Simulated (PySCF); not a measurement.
Species: formyl chloride, CHClO.
Atom-mapped SMILES: `[O:1]=[CH:2][Cl:3]` (hydrogens: H4 on C2)

Computed by this run: PySCF 2.14.0, PBE0-D3(BJ)/def2-SVP geometry optimisation, gas phase; density fitting, grid level 1; the optimiser is geomeTRIC in internal coordinates, started from a GFN2-xTB structure with every atom displaced at random (about 0.01 Å).

Step 0: E = -15608.8397 eV
```
atom  x, y, z in Å  |  force x, y, z in eV/Å
O1     -0.2919   -0.8696    0.0455   -0.443   0.360  -0.003
C2      0.3850    0.1000    0.0259   -0.080  -0.899   0.020
Cl3     2.1048    0.0016    0.0115    1.079   0.065  -0.013
H4      0.0993    1.1533    0.0155   -0.557   0.473  -0.004
```

Step 1: E = -15608.8841 eV
```
atom  x, y, z in Å  |  force x, y, z in eV/Å
O1     -0.3214   -0.8518    0.0455   -0.026  -0.176   0.000
C2      0.3907    0.0847    0.0261    0.094   0.341   0.003
Cl3     2.1602    0.0022    0.0110   -0.133  -0.043  -0.001
H4      0.0676    1.1502    0.0159    0.065  -0.122  -0.003
```

**Question.** Estimate the geometry and energy of step 2. (The exact step hangs on the optimiser's Hessian estimate; all steps are aligned on step 1, rigid shifts and turns removed.)

**Answer.** E = -15608.8805 eV, largest force 0.341 eV/Å
```
atom  x, y, z in Å  |  force x, y, z in eV/Å
O1     -0.3013   -0.8586    0.0446   -0.272   0.080   0.017
C2      0.3864    0.0978    0.0280    0.264  -0.212  -0.033
Cl3     2.1503   -0.0127    0.0108    0.013   0.163   0.005
H4      0.0619    1.1587    0.0150   -0.005  -0.030   0.012
```

The energy changes by +0.0036 eV. The first-order estimate −F·Δx gives -0.0053 eV and the mean of the old and new forces, exact on a quadratic surface, +0.0037 eV. The step makes an angle of 68° with the force vector and moves no atom by more than 0.021 Å. The energy falls at the start of this step and ends higher, so the step passed the lowest point of its straight line.

What follows is the cost of the whole optimisation. The run took 4.6 s wall on Arm Neoverse V1, one thread, no GPU, shared host with 32 logical CPUs at a one-minute load of 12, and the process peaked at 0.27 GiB of memory.
